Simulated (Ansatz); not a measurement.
# C₃H₄N₂O: how energies converge with the basis set

One table from this session's results is given with a row withheld; the runs are named, their logs left out.

Program: Ansatz 0.2.0, Gaussian basis. Level of theory: one geometry, several basis sets. These are calculated values, not measurements.

Plan: PBE0-D4/def2-SVP; ωB97M-V/def2-SVP; PBE0-D4/def2-QZVPP; ωB97M-V/def2-QZVPP; the functionals' def2-TZVPP values are taken from earlier runs.

## The geometry

The geometry comes from an earlier relaxation with PBE0-D4 in a triple-zeta def2 set; it is a stationary point, not always the lowest conformer.

SMILES `N=C=CC(=N)O`, 10 atoms, charge 0, spin multiplicity 1.

Atoms are counted from 1 here; the program's logs count them from 0.

Bond lengths: N1–C2 1.209 Å, N1–H7 1.017 Å, C2–C3 1.315 Å, C3–C4 1.453 Å, C3–H8 1.081 Å, C4–N5 1.267 Å, C4–O6 1.358 Å, N5–H9 1.018 Å, O6–H10 0.962 Å. Angles: C2–N1–H7 118.2°, N1–C2–C3 174.2°, C2–C3–C4 123.0°, C2–C3–H8 119.4°, C4–C3–H8 117.6°, C3–C4–N5 120.7°, C3–C4–O6 112.0°, N5–C4–O6 127.3°, C4–N5–H9 112.7°, C4–O6–H10 108.9°.

The first run:

in.yaml reads:

```yaml
crystal:
  periodic: [false, false, false]
  atoms:
    - {symbol: N, position_ang: [1.299104, -0.152305, 2.302124]}
    - {symbol: C, position_ang: [0.585691, -0.450229, 1.372276]}
    - {symbol: C, position_ang: [-0.085432, -0.841357, 0.310752]}
    - {symbol: C, position_ang: [-0.323736, 0.018694, -0.836356]}
    - {symbol: N, position_ang: [-0.973193, -0.405073, -1.838613]}
    - {symbol: O, position_ang: [0.219449, 1.252211, -0.670220]}
    - {symbol: H, position_ang: [0.874398, 0.294905, 3.110542]}
    - {symbol: H, position_ang: [-0.495053, -1.841546, 0.281509]}
    - {symbol: H, position_ang: [-1.067834, 0.296310, -2.570163]}
    - {symbol: H, position_ang: [0.049604, 1.777190, -1.458851]}
basis:
  gaussian: {orbitals: def2-SVP}
hamiltonian: {xc: pbe0, dispersion: d4}
output: {orbitals: {seedname: orbitals}}
```

Command:

```console
$ ansatz run in.yaml --threads 4 --pin off --events-out ev --progress --plain --max-ram 10444MiB
```

Among the steps run: PBE0-D4 in def2-SVP; ωB97M-V in def2-SVP; PBE0-D4 in def2-QZVPP; ωB97M-V in def2-QZVPP.

One of the session's tables, all rows but one given; the rest of the session is left out.

It belongs to the step «Functionals by basis». 

| functional | basis | HOMO (eV) | LUMO (eV) |
| --- | --- | --- | --- |
| PBE0-D4 | def2-SVP | ? | ? |
| PBE0-D4 | def2-TZVPP | -6.92 | -0.45 |
| PBE0-D4 | def2-QZVPP | -6.96 | -0.53 |
| ωB97M-V | def2-SVP | -8.77 | 1.97 |
| ωB97M-V | def2-TZVPP | -9.02 | 1.64 |
| ωB97M-V | def2-QZVPP | -9.06 | 1.37 |

Estimate the missing values for PBE0-D4, def2-SVP.

The run gave: HOMO (eV): -6.70; LUMO (eV): -0.20. In the column «HOMO (eV)» it is the highest.
